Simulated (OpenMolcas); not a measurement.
# A ladder of methods for C2H6Si (vinylsilane)

C2H6Si: 9 atoms, total charge 0, spin state singlet. SMILES: `C=C[SiH3]`. The coordinates come from a PBE0-D4/def2-TZVP relaxation.

Quantity: the dipole moment, in D. The values are calculated.

| level | kind | program | value (D) | CPU time |
| --- | --- | --- | --- | --- |
| HF/6-311+G** | Hartree–Fock | OpenMolcas | 0.73 | 13 s |
| SVWN5/6-311+G** | LDA | OpenMolcas | 0.64 | 31 s |
| PBE/6-311+G** | GGA | OpenMolcas | 0.68 | 47 s |
| M06-L/6-311+G** | meta-GGA | OpenMolcas | 0.59 | 58 s |
| TPSS/6-311+G** | meta-GGA | OpenMolcas | 0.68 | 57 s |
| r2SCAN/6-311+G** | meta-GGA | OpenMolcas | 0.69 | 52 s |
| M06-2X/6-311+G** | hybrid meta-GGA | OpenMolcas | 0.59 | 46 s |
| PBE0/6-311+G** | global hybrid | OpenMolcas | 0.69 | 42 s |

The values span 0.59 to 0.73 D. Magnitudes only. CPU times are rough (shared hosts, several kinds of processor): they show what a rung costs within a factor of a few.
